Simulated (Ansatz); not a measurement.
# HSi–CH2, doublet in cc-pVTZ: errors against RCCSDT(Q)

Geometry: a PBE0/def2-TZVP stationary point for this spin, not checked as a minimum.

```yaml
atoms:
  - { symbol: Si, position_ang: [0.0000, -0.0890, 0.5568] }
  - { symbol: C, position_ang: [0.0000, 0.0881, -1.1386] }
  - { symbol: H, position_ang: [0.0000, 1.0983, 1.4676] }
  - { symbol: H, position_ang: [0.0000, 1.0786, -1.5870] }
  - { symbol: H, position_ang: [0.0000, -0.7467, -1.8283] }
```

Basis cc-pVTZ; Ansatz 0.2.0. Correlated methods freeze the noble-gas cores, which leaves 11 electrons in 100 orbitals. Prefix R: restricted or restricted open-shell reference; prefix U: unrestricted. Active spaces: valence = (11e, 11o) chosen from the atoms' valence shells.

Full CI isn't at hand for all of this; RCCSDT(Q) serves as the reference, and is uncertain by about the last step of the cluster series. The frozen core follows each run's orbitals, which can shift R against U totals by a few meV.

Unrestricted rows (U) aren't spin-pure: their determinants' ⟨S²⟩ exceeds S(S+1) by up to 0.44, so they mix in states of higher spin.

```
UHF ⟨S²⟩                          : 1.186
T1 diagnostic (RCCSD)             : 0.0247
largest doubles amplitude (RCCSD) : 0.126
T1 diagnostic (UCCSD)             : 0.0676
```

```json
{"level": "UHF", "E − E(RHF) (eV)": "-0.2955"}
{"level": "RMP2", "E − E(RHF) (eV)": "-7.3933"}
{"level": "UMP2", "E − E(RHF) (eV)": "-7.0065"}
{"level": "RCCSD", "E − E(RHF) (eV)": "-8.1236"}
{"level": "UCCSD", "E − E(RHF) (eV)": "-8.1151"}
{"level": "RCCSD(T)", "E − E(RHF) (eV)": "-8.5199"}
{"level": "UCCSD(T)", "E − E(RHF) (eV)": "-8.4888"}
```

(1) Estimate how far RCCSDT(Q) in cc-pVTZ lies from RCCSD(T). The table doesn't fix it; the size of (T) and the diagnostics are the guide.

(1) RCCSDT(Q) in cc-pVTZ lies 1.29 kcal/mol below RCCSD(T), which is 14 % of the (T) step (-9.14 kcal/mol). A doubles amplitude is large, but (T) still catches most of what CCSD lacks. The miss exceeds 1 kcal/mol.

The other levels:

```json
{"level": "BCCD(T)", "E − E(RCCSDT(Q)) (kcal/mol)": "1.28", "share of correlation (%)": "99.35", "wall time": "8 s (H100)"}
{"level": "RCCSDT", "E − E(RCCSDT(Q)) (kcal/mol)": "0.63", "share of correlation (%)": "99.68", "wall time": "–"}
{"level": "UCCSDT", "E − E(RCCSDT(Q)) (kcal/mol)": "0.60", "share of correlation (%)": "99.70", "wall time": "–"}
{"level": "UCCSDT(Q)", "E − E(RCCSDT(Q)) (kcal/mol)": "-0.10", "share of correlation (%)": "100.05", "wall time": "27 s (H100)"}
{"level": "CASSCF (valence space)", "E − E(RCCSDT(Q)) (kcal/mol)": "124.33", "share of correlation (%)": "37.13", "wall time": "–"}
{"level": "NEVPT2 (valence space)", "E − E(RCCSDT(Q)) (kcal/mol)": "30.41", "share of correlation (%)": "84.62", "wall time": "15 s (H100)"}
```

The correlation energy at RCCSDT(Q), counted from RHF, is -8.576 eV. That run took 38 s on 2 threads of AMD EPYC 7R13 with a shared H100 80 GB, shared host.

Times hold each run's SCF and search for its determinant on a shared host, so for small cases they say little of a method's own cost.

Natural occupations of CASSCF (valence space) about the gap: 1.979 1.976 1.969 1.913 1.004 0.088 0.028 0.022 0.020 0.018; effectively unpaired electrons, Σ n²(2−n)², 1.07.

Atomization energy (electronic, same basis, no zero-point term; atoms at the same level, unrestricted beside the R rows where the molecule is a closed shell, with restricted open-shell steps beyond CCSDT(Q)) at RCCSDT(Q): 1484.4 kJ/mol. Errors of other levels:

```json
{"level": "RHF", "error (kJ/mol)": "-364.8"}
{"level": "UHF", "error (kJ/mol)": "-360.3"}
{"level": "RMP2", "error (kJ/mol)": "1.8"}
{"level": "UMP2", "error (kJ/mol)": "-35.7"}
{"level": "RCCSD", "error (kJ/mol)": "-27.7"}
{"level": "UCCSD", "error (kJ/mol)": "-29.6"}
{"level": "RCCSD(T)", "error (kJ/mol)": "-2.0"}
{"level": "UCCSD(T)", "error (kJ/mol)": "-5.3"}
{"level": "BCCD(T)", "error (kJ/mol)": "-1.9"}
{"level": "RCCSDT", "error (kJ/mol)": "-2.4"}
{"level": "UCCSDT", "error (kJ/mol)": "-2.6"}
{"level": "UCCSDT(Q)", "error (kJ/mol)": "0.1"}
{"level": "CASSCF (valence space)", "error (kJ/mol)": "-142.5"}
{"level": "NEVPT2 (valence space)", "error (kJ/mol)": "-43.4"}
```

This basis is far from its limit, so the value isn't to be set against a measured one.
